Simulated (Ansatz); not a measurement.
Sodium, bcc: convergence with Gaussian smearing

Computed with Ansatz, LDA, scalar-relativistic PAW, on the relaxed cell (a = 4.057 Å; spin not included). Errors count from a run at 420 eV on a Γ-centred 18×18×18 mesh with Fermi-Dirac smearing of 0.1 eV, extrapolated to zero width. Fixed here: cutoff 420 eV, mesh 11×11×11. The SCF starts from atomic densities corrected by a trained network.

```csv
width (eV),E(σ→0) error (meV/atom),F error (meV/atom),P (GPa),SCF iterations
0.01,-2.2,-2.3,-0.04,6
0.03,-2.4,-2.6,-0.04,6
0.1,-2.8,-3.6,-0.04,6
0.2,-2.5,-6.2,-0.03,6
0.3,-2.0,-10.9,-0.02,6
0.6,0.0,-39.9,0.07,6
```

Question: What does the run at 1.0 give (width)?

Answer: E(σ→0) error (meV/atom): -0.5; F error (meV/atom): -110.9; P (GPa): 0.26; SCF iterations: 6.
